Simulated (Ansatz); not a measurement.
## Arsenic, grey arsenic (A7): convergence with Fermi-Dirac smearing

Computed with Ansatz, PBE, scalar-relativistic PAW, on the relaxed cell (a = 3.807 Å, c = 10.824 Å (c/a = 2.843); spin not included). Errors count from a run at 420 eV on a Γ-centred 16×16×16 mesh with Fermi-Dirac smearing of 0.1 eV, extrapolated to zero width. Fixed here: cutoff 420 eV, mesh 10×10×10. The SCF starts from atomic densities corrected by a trained network.

```
width (eV)  E(σ→0) error (meV/atom)  F error (meV/atom)  P (GPa)  SCF iterations
      0.01                     -2.4                -2.4    -0.01               6
      0.03                     -2.4                -2.6     0.00               6
       0.1                     -2.5                -4.2     0.01               7
       0.2                      0.3               -11.4     0.01               7
       0.3                      7.2               -29.0     0.06               6
       0.6                     52.6              -174.7     1.07               8
       1.0                    139.3              -637.1     4.58               8
```
